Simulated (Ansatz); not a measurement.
# BClH3: the cost of one run

All numbers below are computed with Ansatz 0.2.0 (UKS revPBE-D4/def2-SVP).

## (1) The structure to begin with

Bond lengths: B1–Cl2 2.110 Å, B1–H3 1.190 Å, B1–H4 1.190 Å. Angles: Cl2–B1–H3 120.0°, Cl2–B1–H4 120.0°, H3–B1–H4 120.0°.

Coordinates:

```xyz
5

B     0.0000    0.0000    0.0000
Cl    0.0000    0.0000    2.1100
H     1.0305    0.0000   -0.5950
H    -1.0305    0.0000   -0.5950
H     0.0000    0.0000    3.7800
```

## (2) A restrained relaxation towards end A

Springs on the bonds that form and break draw the guess towards this end; the thresholds are loose.

The input, input.yaml:

```yaml
crystal:
  periodic: [false, false, false]
  atoms:
    - { symbol: B, position_ang: [0.0, 0.0, 0.0] }
    - { symbol: Cl, position_ang: [0.0, 0.0, 2.11] }
    - { symbol: H, position_ang: [1.0305, 0.0, -0.595] }
    - { symbol: H, position_ang: [-1.0305, 0.0, -0.595] }
    - { symbol: H, position_ang: [0.0, 0.0, 3.78] }
magnetization:
  spin_polarized: true
  initial_magnetization: 1
basis:
  gaussian: { orbitals: def2-SVP }
hamiltonian:
  xc: revpbe
  dispersion: d4
relax:
  f_tol: 0.15
  max_steps: 25
  restrain:
    - { distance: [1, 4], at: 2.57, k: 30.0 }
    - { distance: [0, 1], at: 1.86, k: 30.0 }
output:
  orbitals: {}
```

Launch:

```console
ansatz run input.yaml --threads 1 --pin off --max-ram 2048MiB --backend cpu --events-out ev --progress --plain --runs-dir out
```

Q: Estimate wall time and peak memory on 1 thread of Arm Neoverse V1, shared host.

About 8.4 s, with a peak of 0.094 GiB.
